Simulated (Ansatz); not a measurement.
Ligand exchange: SiH4 + Mg(SH)2 → SiH3(SH) + MgH(SH)

Species: SiH4 (silane) `[SiH4]`, singlet; Mg(SH)2, singlet; SiH3(SH) (sulfanylsilane), singlet; MgH(SH), singlet. The partners trade H for SH: Si–H and Mg–SH bonds give way to Si–SH and Mg–H.

Shapes, held fixed at every level: PBE0-D4/def2-TZVP. Programs: Ansatz 0.2.0. The zero-point and thermal change to 298 K, harmonic and unscaled (PBE0-D4/def2-TZVP), is -4.5 kJ/mol.

```tsv
level	kind	ΔH(298 K) (kJ/mol)	less CCSD(T)/def2-TZVPP
r2SCAN-D4/def2-TZVPP	meta-GGA	+75.0	-0.6
BHLYP-D4/def2-TZVPP	global hybrid	+75.0	-0.6
wB97M-V/def2-TZVPP	range-separated hybrid	+71.0	-4.6
wB97X-V/def2-TZVPP	range-separated hybrid	+71.2	-4.4
B2PLYP/def2-TZVPP	double hybrid	+77.3	+1.7
MP2/def2-SVP	perturbation theory	+90.8	+15.2
CCSD(T)/def2-TZVPP	coupled cluster or CI	+75.6	0.0
```

The highest level, CCSD(T)/def2-TZVPP, gives ΔH(298 K) = +75.6 kJ/mol; the levels span +71.0 to +90.8. The column of differences is taken from that level and isn't an error. No measured value is set beside it here. Correlated rows may include outer-core shells of Mg, which these sets cover unevenly.
